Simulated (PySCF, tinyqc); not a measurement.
Inside a calculation (part 1 of 2). Method: RHF in the sto-3g basis, for CH2, spin multiplicity 1. The lowest restricted solution is unstable here: a spin-polarised one lies 0.0218 hartree lower (PySCF). Computed by tinyqc, a small Python program that keeps every step (integrals from PySCF). Settings: charge = 0, multiplicity = 1, basis = sto-3g, energy threshold = 1e-10, iteration cap = 70, orthogonalisation = symmetric, start = atomic densities, DIIS depth = 0, damping = 0.3, method = RHF. Command: `OMP_NUM_THREADS=1 python tinyqc.py 22791 22792 out.jsonl` (the two numbers bound the seeds that draw the settings). One thread of a shared host (Intel(R) Xeon(R) Processor @ 2.60GHz), about 0.1 s of CPU time with the checks. Later iterations appear only in the table of the cycle.

## One-electron integrals

Geometry (angstrom):
```
atom         x          y         z
C     0.000000   0.000000  0.000000
H     0.000000   1.319000  0.810000
H     0.000000  -1.319000  0.810000
```

Basis sto-3g: exponents (1/bohr^2) and contraction coefficients of normalised primitives:
```
element  l (shell)   exponent  coefficient
C            s (1)  71.616837     0.154329
C            s (1)  13.045096     0.535328
C            s (1)   3.530512     0.444635
C            s (2)   2.941249    -0.099967
C            s (2)   0.683483     0.399513
C            s (2)   0.222290     0.700115
C            p (3)   2.941249     0.155916
C            p (3)   0.683483     0.607684
C            p (3)   0.222290     0.391957
H            s (1)   3.425251     0.154329
H            s (1)   0.623914     0.535328
H            s (1)   0.168855     0.444635
```

Overlap, kinetic and nuclear-attraction integrals over the contracted functions; the nuclear repulsion is the sum of Za Zb / Rab.

nuclear repulsion = 4.30312603 hartree

overlap S, lower triangle:
```
           1C 1s     1C 2s    1C 2px     1C 2py    1C 2pz     2H 1s     3H 1s
1C 1s   1.000000
1C 2s   0.248362  1.000000
1C 2px  0.000000  0.000000  1.000000
1C 2py  0.000000  0.000000  0.000000   1.000000
1C 2pz  0.000000  0.000000  0.000000   0.000000  1.000000
2H 1s   0.022055  0.266396  0.000000   0.251599  0.154507  1.000000
3H 1s   0.022055  0.266396  0.000000  -0.251599  0.154507  0.038049  1.000000
```

kinetic energy T (hartree), lower triangle:
```
            1C 1s     1C 2s    1C 2px     1C 2py    1C 2pz      2H 1s     3H 1s
1C 1s   15.891122
1C 2s   -0.085890  0.472250
1C 2px   0.000000  0.000000  1.477728
1C 2py   0.000000  0.000000  0.000000   1.477728
1C 2pz   0.000000  0.000000  0.000000   0.000000  1.477728
2H 1s   -0.006459  0.011942  0.000000   0.058623  0.036000   0.760032
3H 1s   -0.006459  0.011942  0.000000  -0.058623  0.036000  -0.009707  0.760032
```

nuclear attraction V (hartree), lower triangle:
```
             1C 1s      1C 2s     1C 2px     1C 2py     1C 2pz      2H 1s      3H 1s
1C 1s   -34.336496
1C 2s    -4.362048  -5.871548
1C 2px    0.000000   0.000000  -5.791495
1C 2py    0.000000   0.000000   0.000000  -5.874341
1C 2pz   -0.008790  -0.100582   0.000000   0.000000  -5.822738
2H 1s    -0.392906  -1.178002   0.000000  -1.007137  -0.631345  -3.471727
3H 1s    -0.392906  -1.178002   0.000000   1.007137  -0.631345  -0.147739  -3.471727
```

core Hamiltonian H = T + V (hartree), lower triangle:
```
             1C 1s      1C 2s     1C 2px     1C 2py     1C 2pz      2H 1s      3H 1s
1C 1s   -18.445374
1C 2s    -4.447938  -5.399298
1C 2px    0.000000   0.000000  -4.313767
1C 2py    0.000000   0.000000   0.000000  -4.396613
1C 2pz   -0.008790  -0.100582   0.000000   0.000000  -4.345010
2H 1s    -0.399364  -1.166060   0.000000  -0.948514  -0.595344  -2.711695
3H 1s    -0.399364  -1.166060   0.000000   0.948514  -0.595344  -0.157446  -2.711695
```

## Two-electron integrals

Functions are numbered as in S; the eight-fold symmetry (ij|kl) = (ji|kl) = (kl|ij) leaves the list below.

Two-electron integrals (ij|kl) in chemists' order, unique and non-zero (hartree):
```
(11|11) 3.541948    (21|11) 0.576921    (21|21) 0.111888    (22|11) 0.854682
(22|21) 0.205284    (22|22) 0.624709    (31|31) 0.020296    (32|31) 0.030858
(32|32) 0.137996    (33|11) 0.852436    (33|21) 0.205335    (33|22) 0.624568
(33|33) 0.672833    (41|41) 0.020296    (42|41) 0.030858    (42|42) 0.137996
(43|43) 0.036269    (44|11) 0.852436    (44|21) 0.205335    (44|22) 0.624568
(44|33) 0.600295    (44|44) 0.672833    (51|51) 0.020296    (52|51) 0.030858
(52|52) 0.137996    (53|53) 0.036269    (54|54) 0.036269    (55|11) 0.852436
(55|21) 0.205335    (55|22) 0.624568    (55|33) 0.600295    (55|44) 0.600295
(55|55) 0.672833    (61|11) 0.051433    (61|21) 0.009920    (61|22) 0.018192
(61|33) 0.018140    (61|41) 0.000481    (61|42) 0.000910    (61|44) 0.018257
(61|51) 0.000295    (61|52) 0.000559    (61|54) 0.000072    (61|55) 0.018184
(61|61) 0.000897    (62|11) 0.154677    (62|21) 0.037803    (62|22) 0.131044
(62|33) 0.127700    (62|41) 0.003002    (62|42) 0.022999    (62|44) 0.134885
(62|51) 0.001844    (62|52) 0.014124    (62|54) 0.004413    (62|55) 0.130409
(62|61) 0.003492    (62|62) 0.040451    (63|31) 0.003396    (63|32) 0.019167
(63|43) 0.004200    (63|53) 0.002579    (63|63) 0.004263    (64|11) 0.124940
(64|21) 0.030879    (64|22) 0.113454    (64|33) 0.108059    (64|41) 0.005422
(64|42) 0.036864    (64|44) 0.122014    (64|51) 0.001244    (64|52) 0.010868
(64|54) 0.005991    (64|55) 0.110154    (64|61) 0.002947    (64|62) 0.041382
(64|64) 0.045824    (65|11) 0.076726    (65|21) 0.018963    (65|22) 0.069672
(65|33) 0.066359    (65|41) 0.001244    (65|42) 0.010868    (65|44) 0.069770
(65|51) 0.004160    (65|52) 0.025841    (65|54) 0.006295    (65|55) 0.072804
(65|61) 0.001810    (65|62) 0.025413    (65|64) 0.025523    (65|65) 0.019937
(66|11) 0.340663    (66|21) 0.084548    (66|22) 0.334863    (66|33) 0.319693
(66|41) 0.006933    (66|42) 0.074347    (66|44) 0.352409    (66|51) 0.004257
(66|52) 0.045657    (66|54) 0.020091    (66|55) 0.332031    (66|61) 0.007842
(66|62) 0.143578    (66|64) 0.161103    (66|65) 0.098934    (66|66) 0.774606
(71|11) 0.051433    (71|21) 0.009920    (71|22) 0.018192    (71|33) 0.018140
(71|41) -0.000481   (71|42) -0.000910   (71|44) 0.018257    (71|51) 0.000295
(71|52) 0.000559    (71|54) -0.000072   (71|55) 0.018184    (71|61) 0.000872
(71|62) 0.003293    (71|64) 0.002598    (71|65) 0.001715    (71|66) 0.007363
(71|71) 0.000897    (72|11) 0.154677    (72|21) 0.037803    (72|22) 0.131044
(72|33) 0.127700    (72|41) -0.003002   (72|42) -0.022999   (72|44) 0.134885
(72|51) 0.001844    (72|52) 0.014124    (72|54) -0.004413   (72|55) 0.130409
(72|61) 0.003293    (72|62) 0.026268    (72|64) 0.020150    (72|65) 0.016119
(72|66) 0.069619    (72|71) 0.003492    (72|72) 0.040451    (73|31) 0.003396
(73|32) 0.019167    (73|43) -0.004200   (73|53) 0.002579    (73|63) 0.002512
(73|73) 0.004263    (74|11) -0.124940   (74|21) -0.030879   (74|22) -0.113454
(74|33) -0.108059   (74|41) 0.005422    (74|42) 0.036864    (74|44) -0.122014
(74|51) -0.001244   (74|52) -0.010868   (74|54) 0.005991    (74|55) -0.110154
(74|61) -0.002598   (74|62) -0.020150   (74|64) -0.013649   (74|65) -0.012201
(74|66) -0.052823   (74|71) -0.002947   (74|72) -0.041382   (74|74) 0.045824
(75|11) 0.076726    (75|21) 0.018963    (75|22) 0.069672    (75|33) 0.066359
(75|41) -0.001244   (75|42) -0.010868   (75|44) 0.069770    (75|51) 0.004160
(75|52) 0.025841    (75|54) -0.006295   (75|55) 0.072804    (75|61) 0.001715
(75|62) 0.016119    (75|64) 0.012201    (75|65) 0.012190    (75|66) 0.044657
(75|71) 0.001810    (75|72) 0.025413    (75|74) -0.025523   (75|75) 0.019937
(76|11) 0.018933    (76|21) 0.004651    (76|22) 0.016869    (76|33) 0.016405
(76|44) 0.016820    (76|51) 0.000379    (76|52) 0.003181    (76|55) 0.017362
(76|61) 0.000420    (76|62) 0.004573    (76|64) 0.004114    (76|65) 0.003176
(76|66) 0.015067    (76|71) 0.000420    (76|72) 0.004573    (76|74) -0.004114
(76|75) 0.003176    (76|76) 0.000688    (77|11) 0.340663    (77|21) 0.084548
(77|22) 0.334863    (77|33) 0.319693    (77|41) -0.006933   (77|42) -0.074347
(77|44) 0.352409    (77|51) 0.004257    (77|52) 0.045657    (77|54) -0.020091
(77|55) 0.332031    (77|61) 0.007363    (77|62) 0.069619    (77|64) 0.052823
(77|65) 0.044657    (77|66) 0.200544    (77|71) 0.007842    (77|72) 0.143578
(77|74) -0.161103   (77|75) 0.098934    (77|76) 0.015067    (77|77) 0.774606
```

## Orthogonalisation

S = U s U^T; symmetric (Loewdin) form X = U s^(-1/2) U^T, so that X^T S X = 1.

eigenvalues of S: 0.538043  0.624653  0.879931  1.000000  1.102609  1.337298  1.517465

X, lower triangle:
```
            1C 1s      1C 2s    1C 2px     1C 2py     1C 2pz      2H 1s     3H 1s
1C 1s    1.025430
1C 2s   -0.137466   1.087760
1C 2px   0.000000   0.000000  1.000000
1C 2py   0.000000   0.000000  0.000000   1.054309
1C 2pz  -0.004626   0.035768  0.000000   0.000000   1.020140
2H 1s    0.016565  -0.150870  0.000000  -0.141404  -0.085347   1.067913
3H 1s    0.016565  -0.150870  0.000000   0.141404  -0.085347  -0.007781  1.067913
```

## Starting guess

The start is atomic minimal-basis densities projected into this basis (PySCF's MINAO start) and scaled to the electron count of each spin; this density is not idempotent, so its energy is not variational and may lie below the converged one.

D at the start, lower triangle:
```
            1C 1s      1C 2s    1C 2px     1C 2py    1C 2pz     2H 1s     3H 1s
1C 1s    2.143891
1C 2s   -0.519192   2.099813
1C 2px   0.000000   0.000000  0.658536
1C 2py   0.000000   0.000000  0.000000   0.616480
1C 2pz   0.007124  -0.026443  0.000000   0.000000  0.642653
2H 1s   -0.019795   0.082238  0.000000   0.055047  0.030254  0.967387
3H 1s   -0.019795   0.082238  0.000000  -0.055047  0.030254  0.023219  0.967387
```

## Iteration 1: building the Fock matrix

J_ij = sum D_kl (ij|kl), K_ij = sum D_kl (ik|jl); F = H + J - 0.5 K; E = tr D H + tr D J / 2 - 0.25 tr D K + E_nn.

Coulomb J (hartree), lower triangle:
```
            1C 1s     1C 2s    1C 2px     1C 2py    1C 2pz     2H 1s     3H 1s
1C 1s   11.167435
1C 2s    2.130037  4.852415
1C 2px   0.000000  0.000000  4.816416
1C 2py   0.000000  0.000000  0.000000   4.882523
1C 2pz   0.008272  0.091746  0.000000   0.000000  4.841309
2H 1s    0.189624  1.044308  0.000000   0.916509  0.575135  2.995262
3H 1s    0.189624  1.044308  0.000000  -0.916509  0.575135  0.135295  2.995262
```

exchange K (hartree), lower triangle:
```
           1C 1s     1C 2s    1C 2px     1C 2py    1C 2pz     2H 1s     3H 1s
1C 1s   7.269458
1C 2s   1.235433  1.729486
1C 2px  0.000000  0.000000  0.805627
1C 2py  0.000000  0.000000  0.000000   0.890532
1C 2pz  0.005211  0.055530  0.000000   0.000000  0.837385
2H 1s   0.122001  0.502790  0.000000   0.310142  0.197792  0.923998
3H 1s   0.122001  0.502790  0.000000  -0.310142  0.197792  0.097104  0.923998
```

Fock matrix F (hartree), lower triangle:
```
             1C 1s      1C 2s    1C 2px     1C 2py     1C 2pz      2H 1s      3H 1s
1C 1s   -10.912667
1C 2s    -2.935617  -1.411625
1C 2px    0.000000   0.000000  0.099835
1C 2py    0.000000   0.000000  0.000000   0.040644
1C 2pz   -0.003123  -0.036600  0.000000   0.000000   0.077606
2H 1s    -0.270741  -0.373146  0.000000  -0.187076  -0.119105  -0.178432
3H 1s    -0.270741  -0.373146  0.000000   0.187076  -0.119105  -0.070703  -0.178432
```

total energy of this density = -37.77837818 hartree

This density is the starting one; it is not idempotent, so its energy is not variational and may lie below the converged one.

## Iteration 1: diagonalisation and new density

Diagonalise F' = X^T F X, C = X C', fill 4 alpha and 4 beta electrons from the bottom; D = 2 C_occ C_occ^T; the new density keeps 0.3 of the old one (damping). Each column has its largest component positive (the first on a tie).

F' = X^T F X (hartree), lower triangle:
```
            1          2         3          4          5          6          7
1  -10.688908
2   -1.523320  -0.787556
3    0.000000   0.000000  0.099835
4    0.000000   0.000000  0.000000   0.152430
5   -0.014513   0.027507  0.000000   0.000000   0.119033
6    0.004371  -0.228164  0.000000  -0.209320  -0.126070  -0.034016
7    0.004371  -0.228164  0.000000   0.209320  -0.126070  -0.024809  -0.034016
```

orbital energies (hartree): MO1 -10.918144, MO2 -0.717954, MO3 -0.235246, MO4 -0.063248, MO5 0.099835, MO6 0.283090, MO7 0.378469

coefficients C:
```
              MO1        MO2        MO3        MO4       MO5        MO6        MO7
1C 1s    0.993633  -0.248580   0.000000   0.115176  0.000000  -0.092789   0.000000
1C 2s    0.025147   0.882685   0.000000  -0.515920  0.000000   0.450536   0.000000
1C 2px   0.000000   0.000000   0.000000   0.000000  1.000000   0.000000   0.000000
1C 2py   0.000000   0.000000   0.480909   0.000000  0.000000   0.000000   0.959315
1C 2pz   0.001293   0.043674   0.000000   0.603265  0.000000   0.831094   0.000000
2H 1s   -0.003251   0.196600   0.518724   0.473302  0.000000  -0.574094  -0.574003
3H 1s   -0.003251   0.196600  -0.518724   0.473302  0.000000  -0.574094   0.574003
```

D after iteration 1, lower triangle:
```
            1C 1s      1C 2s    1C 2px     1C 2py    1C 2pz      2H 1s     3H 1s
1C 1s    2.130477
1C 2s   -0.511150   2.094259
1C 2px   0.000000   0.000000  0.197561
1C 2py   0.000000   0.000000  0.000000   0.508726
1C 2pz   0.086011  -0.389648  0.000000   0.000000  0.704970
2H 1s   -0.002561  -0.074353  0.000000   0.365756  0.420828   1.034668
3H 1s   -0.002561  -0.074353  0.000000  -0.365756  0.420828  -0.001991  1.034668
```

## Iteration 2: building the Fock matrix

As before.

Coulomb J (hartree), lower triangle:
```
            1C 1s     1C 2s    1C 2px     1C 2py    1C 2pz     2H 1s     3H 1s
1C 1s   10.919468
1C 2s    2.075125  4.737729
1C 2px   0.000000  0.000000  4.668808
1C 2py   0.000000  0.000000  0.000000   4.783100
1C 2pz  -0.003475  0.047427  0.000000   0.000000  4.744250
2H 1s    0.184574  1.031002  0.000000   0.912437  0.567492  3.036753
3H 1s    0.184574  1.031002  0.000000  -0.912437  0.567492  0.133710  3.036753
```

exchange K (hartree), lower triangle:
```
           1C 1s      1C 2s    1C 2px     1C 2py    1C 2pz     2H 1s     3H 1s
1C 1s   7.218794
1C 2s   1.211449   1.633227
1C 2px  0.000000   0.000000  0.491203
1C 2py  0.000000   0.000000  0.000000   0.948172
1C 2pz  0.003242  -0.094174  0.000000   0.000000  0.965880
2H 1s   0.116061   0.471506  0.000000   0.422651  0.296490  1.082591
3H 1s   0.116061   0.471506  0.000000  -0.422651  0.296490  0.067716  1.082591
```

Fock matrix F (hartree), lower triangle:
```
             1C 1s      1C 2s    1C 2px     1C 2py     1C 2pz      2H 1s      3H 1s
1C 1s   -11.135303
1C 2s    -2.978538  -1.478182
1C 2px    0.000000   0.000000  0.109439
1C 2py    0.000000   0.000000  0.000000  -0.087599
1C 2pz   -0.013886  -0.006068  0.000000   0.000000  -0.083700
2H 1s    -0.272821  -0.370810  0.000000  -0.247402  -0.176098  -0.216237
3H 1s    -0.272821  -0.370810  0.000000   0.247402  -0.176098  -0.057594  -0.216237
```

total energy of this density = -38.01143204 hartree

This density is a damped mixture and is not idempotent, and it still holds part of the atomic start, so its energy may lie below the converged one.

## Iteration 2: diagonalisation and new density

As before.

F' = X^T F X (hartree), lower triangle:
```
            1          2         3          4          5          6          7
1  -10.912190
2   -1.530538  -0.857003
3    0.000000   0.000000  0.109439
4    0.000000   0.000000  0.000000   0.043817
5   -0.030995   0.071492  0.000000   0.000000  -0.027125
6    0.004598  -0.217602  0.000000  -0.253285  -0.176751  -0.053790
7    0.004598  -0.217602  0.000000   0.253285  -0.176751  -0.017244  -0.053790
```

orbital energies (hartree): MO1 -11.140174, MO2 -0.765303, MO3 -0.356810, MO4 -0.243539, MO5 0.109439, MO6 0.281664, MO7 0.364082

coefficients C:
```
              MO1        MO2        MO3        MO4       MO5        MO6        MO7
1C 1s    0.994060  -0.252586   0.000000   0.093202  0.000000  -0.101652   0.000000
1C 2s    0.023578   0.907882   0.000000  -0.426049  0.000000   0.492542   0.000000
1C 2px   0.000000   0.000000   0.000000   0.000000  1.000000   0.000000   0.000000
1C 2py   0.000000   0.000000   0.553651   0.000000  0.000000   0.000000   0.919254
1C 2pz   0.002194   0.031878   0.000000   0.699296  0.000000   0.752675   0.000000
2H 1s   -0.003335   0.170490   0.472784   0.408269  0.000000  -0.629682  -0.612396
3H 1s   -0.003335   0.170490  -0.472784   0.408269  0.000000  -0.629682   0.612396
```

D after iteration 2, lower triangle:
```
            1C 1s      1C 2s    1C 2px     1C 2py    1C 2pz      2H 1s     3H 1s
1C 1s    2.124040
1C 2s   -0.497169   2.037131
1C 2px   0.000000   0.000000  0.059268
1C 2py   0.000000   0.000000  0.000000   0.581760
1C 2pz   0.108830  -0.493411  0.000000   0.000000  0.897541
2H 1s   -0.012426  -0.049237  0.000000   0.476187  0.533548   0.897401
3H 1s   -0.012426  -0.049237  0.000000  -0.476187  0.533548  -0.039465  0.897401
```

## Iteration 27 (converged): orbitals

converged F (hartree), lower triangle:
```
             1C 1s      1C 2s    1C 2px     1C 2py     1C 2pz      2H 1s      3H 1s
1C 1s   -11.033029
1C 2s    -2.956783  -1.406297
1C 2px    0.000000   0.000000  0.222136
1C 2py    0.000000   0.000000  0.000000  -0.073099
1C 2pz   -0.020812  -0.008442  0.000000   0.000000  -0.129666
2H 1s    -0.270139  -0.367436  0.000000  -0.271279  -0.198737  -0.228259
3H 1s    -0.270139  -0.367436  0.000000   0.271279  -0.198737  -0.045824  -0.228259
```

Diagonalise F' = X^T F X, C = X C', fill 4 alpha and 4 beta electrons from the bottom; D = 2 C_occ C_occ^T. Each column has its largest component positive (the first on a tie).

F' = X^T F X (hartree), lower triangle:
```
            1          2         3          4          5          6          7
1  -10.809202
2   -1.531893  -0.778211
3    0.000000   0.000000  0.222136
4    0.000000   0.000000  0.000000   0.073223
5   -0.038886   0.077300  0.000000   0.000000  -0.067139
6    0.007549  -0.226261  0.000000  -0.279863  -0.197461  -0.055852
7    0.007549  -0.226261  0.000000   0.279863  -0.197461  -0.006884  -0.055852
```

orbital energies (hartree): MO1 -11.038125, MO2 -0.711164, MO3 -0.388346, MO4 -0.280449, MO5 0.222136, MO6 0.312450, MO7 0.412600

coefficients C:
```
              MO1        MO2        MO3        MO4       MO5        MO6        MO7
1C 1s    0.993922  -0.243613   0.000000   0.105259  0.000000  -0.112544   0.000000
1C 2s    0.024130   0.865261   0.000000  -0.463402  0.000000   0.533781   0.000000
1C 2px   0.000000   0.000000   0.000000   0.000000  1.000000   0.000000   0.000000
1C 2py   0.000000   0.000000   0.534483   0.000000  0.000000   0.000000   0.930530
1C 2pz   0.002901   0.068434   0.000000   0.733721  0.000000   0.716601   0.000000
2H 1s   -0.003570   0.211349   0.485372   0.361484  0.000000  -0.645685  -0.602467
3H 1s   -0.003570   0.211349  -0.485372   0.361484  0.000000  -0.645685   0.602467
```

D after iteration 27, lower triangle:
```
            1C 1s      1C 2s    1C 2px     1C 2py    1C 2pz      2H 1s     3H 1s
1C 1s    2.116616
1C 2s   -0.471166   1.928000
1C 2px   0.000000   0.000000  0.000000
1C 2py   0.000000   0.000000  0.000000   0.571345
1C 2pz   0.126885  -0.561449  0.000000   0.000000  1.086075
2H 1s   -0.033972   0.030546  0.000000   0.518847  0.559363   0.821876
3H 1s   -0.033972   0.030546  0.000000  -0.518847  0.559363  -0.120469  0.821876
```
